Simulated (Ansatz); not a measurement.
# Molybdenum, bcc: convergence with Methfessel-Paxton smearing

Computed with Ansatz, PBE, scalar-relativistic PAW, on the relaxed cell (a = 3.163 Å; spin not included). Errors count from a run at 420 eV on a Γ-centred 23×23×23 mesh with Fermi-Dirac smearing of 0.1 eV, extrapolated to zero width. Fixed here: cutoff 420 eV, mesh 14×14×14. The SCF starts from atomic densities corrected by a trained network.

```
width (eV)  E(σ→0) error (meV/atom)  F error (meV/atom)  P (GPa)  SCF iterations
      0.01                     15.6                15.6     0.21               5
      0.03                     15.6                15.6     0.23               5
       0.1                     15.6                15.5     0.17               5
       0.2                     15.0                14.0     0.13               5
       0.3                     13.3                11.9     0.02               5
       0.6                      8.7                 8.9    -0.37               5
       1.0                      4.2                22.6    -1.33               4
```
